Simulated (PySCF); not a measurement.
water cation (H₂O), SMILES O (connectivity only; charge and spin as stated), charge +1, multiplicity 2.

Geometry optimised at B3LYP-D3(BJ)/def2-TZVPD. The multiplicity is an assumed one; other spin states were not compared.

Calculation: TDA-PBE/def2-TZVPD (PySCF).

Vertical excitations. Gas-phase values at a fixed geometry.

```csv
state,energy (eV),λ (nm),f,main pairs
root 1,2.43,510,0.001,β HOMO→LUMO 100 %
root 2,6.40,194,0.000,β HOMO−1→LUMO 100 %
root 3,11.72,106,0.003,"α HOMO→LUMO 33 %, β HOMO→LUMO+1 66 %"
root 4,12.93,96,0.081,"α HOMO→LUMO 65 %, β HOMO→LUMO+1 32 %"
root 5,12.94,96,0.015,α HOMO−1→LUMO 98 %
root 6,13.47,92,0.003,"α HOMO→LUMO+1 30 %, β HOMO→LUMO+2 64 %"
root 7,14.95,83,0.046,"α HOMO→LUMO+1 59 %, β HOMO→LUMO+2 33 %, β HOMO−1→LUMO+1 7 %"
root 8,14.97,83,0.000,α HOMO−1→LUMO+1 100 %
root 9,15.53,80,0.006,"α HOMO−2→LUMO 42 %, α HOMO→LUMO+1 8 %, β HOMO−1→LUMO+1 48 %"
root 10,16.85,74,0.000,"α HOMO−2→LUMO+1 31 %, β HOMO−1→LUMO+2 36 %, β HOMO→LUMO+3 18 %"
```
Unrestricted roots are not spin-pure.
